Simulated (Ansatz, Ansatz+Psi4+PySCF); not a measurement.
```yaml
atoms:
  - { symbol: Al, position_ang: [0.0000, 0.0000, 0.0000] }
  - { symbol: Cl, position_ang: [0.0000, 2.0690, 0.0000] }
  - { symbol: Cl, position_ang: [1.7918, -1.0345, 0.0000] }
  - { symbol: Cl, position_ang: [-1.7918, -1.0345, 0.0000] }
```

Basis set: cc-pV(T+d)Z (spherical functions). Correlated methods keep 20 orbitals frozen. Charge 0, multiplicity 1.

Computed with Ansatz (development build ahead of 0.2.0); free ground-state atoms in the same class of orbitals, no zero-point energy, no relativity.

The atomization energy of singlet AlCl₃ from measured heats of formation, zero-point and thermal terms removed is 13.280 eV (G2/97 set, Curtiss et al., J. Chem. Phys. 106, 1063 (1997), as shipped with ASE); it holds spin-orbit and other relativistic effects.

Question: How far do RHF-MP2, RHF miss it in this basis?

Answer:

| method | atomization energy (eV) | computed − measured (eV) |
| --- | --- | --- |
| RHF-MP2 | 13.592 | 0.312 |
| RHF | 11.128 | -2.152 |
